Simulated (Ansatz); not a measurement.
```yaml
crystal:
  periodic: [false, false, false]
  atoms:
    - {symbol: Ru, position_ang: [0.000000, 0.000000, 0.000000]}
    - {symbol: S, position_ang: [0.000000, 0.000000, 2.500000]}
basis:
  gaussian: {orbitals: def2-TZVP}
magnetization: {spin_polarized: true, initial_magnetization: 4}
hamiltonian: {xc: pbe0}
relax: {f_tol: 0.004, max_steps: 80}
```

```sh
$ ansatz run in.yaml --threads 1 --pin off --events-out ev --progress --plain --max-ram 2176MiB
```

Steps of the relaxation (energy above the last step; positions in Å, forces in eV/Å):

```
2
step 1, 1237.9 meV
Ru    0.000    0.000    0.000    0.000    0.000    3.639
S     0.000    0.000    2.500    0.000    0.000   -3.639
```

```
2
step 2, 20.4 meV
Ru    0.000    0.000    0.195    0.000    0.000    0.942
S     0.000    0.000    2.305    0.000    0.000   -0.942
```

```
2
step 3, 30.5 meV
Ru    0.000    0.000    0.240    0.000    0.000   -1.316
S     0.000    0.000    2.260    0.000    0.000    1.316
```

```
2
step 5, 0.0 meV
Ru    0.000    0.000    0.216    0.000    0.000    0.000
S     0.000    0.000    2.284    0.000    0.000    0.000
```

Close pairs at the end: Ru1–S2 2.068 Å.

A stationary point of unrestricted PBE0 after 5 steps, with ⟨S²⟩ = 6.016 against 6.00 for a pure state. 32 s on 1 thread of Intel Xeon Platinum 8488C, shared host.
